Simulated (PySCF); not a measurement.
**CH₃ClO, a complex of two parts: interaction energy**

One table from this session's results is given with a row withheld; the runs are named, their logs left out.

Programs: PySCF 2.14.0. All values are calculated, for the isolated system unless a continuum is named. Atoms count from 0, parts from 1.

## The system as given

6 atoms, charge 0, multiplicity 1; geometry: GFN2-xTB. Parts: 1 = atoms 0–3, `C=O`, charge 0; 2 = atoms 4–5, `Cl`, charge 0.

The first run:

What the job is given:

```
{"job": {"xc": "PBE0", "basis": "def2-SVPD", "d3": "d3bj", "grid": 2, "kind": "geom", "shake": 0.01}, "charge": 0, "multiplicity": 1, "parts": [{"atoms": "0-3", "charge": 0, "multiplicity": 1}, {"atoms": "4-5", "charge": 0, "multiplicity": 1}]}
C     -0.128626    -0.012827     0.019111
O      0.702850    -0.736078    -0.366093
H     -1.181081    -0.337767     0.262450
H      0.052198     1.095372     0.127887
Cl    -0.262383    -3.678304    -0.471123
H      0.297635    -2.501772    -0.485226
```

Started as:

```console
OMP_NUM_THREADS=1 python cluster_run.py task.json out
```

The driver reads the jobs from task.json and runs them one after another.

Among the steps run: Relaxing the molecule at PBE0-D3(BJ)/def2-SVPD; Coupled-cluster interaction energy: CCSD(T) and MP2.

One table of the session follows, with a row left open; its other results are not shown here.

It belongs to the step «Coupled-cluster interaction energy: CCSD(T) and MP2». 

```
                 method  interaction energy (kcal/mol)
         HF/aug-cc-pVDZ                              ?
        MP2/aug-cc-pVDZ                          -5.29
       CCSD/aug-cc-pVDZ                          -4.14
    CCSD(T)/aug-cc-pVDZ                          -4.52
         HF/aug-cc-pVTZ                          -2.94
        MP2/aug-cc-pVTZ                          -5.88
    SCS-MP2/aug-cc-pVTZ                          -4.68
      MP2, extrapolated                          -6.20
CCSD(T), limit estimate                          -5.42
```

**Question.** Estimate the row for HF/aug-cc-pVDZ.

**Answer.** interaction energy (kcal/mol): -3.12. In the column «interaction energy (kcal/mol)» it lies between CCSD/aug-cc-pVDZ (-4.14) and HF/aug-cc-pVTZ (-2.94).

Caveats from the session: The interaction energy leaves out the deformation of the parts, 0.42 kcal/mol (MP2); added to the CCSD(T) estimate it gives a binding of about -5.01 kcal/mol.
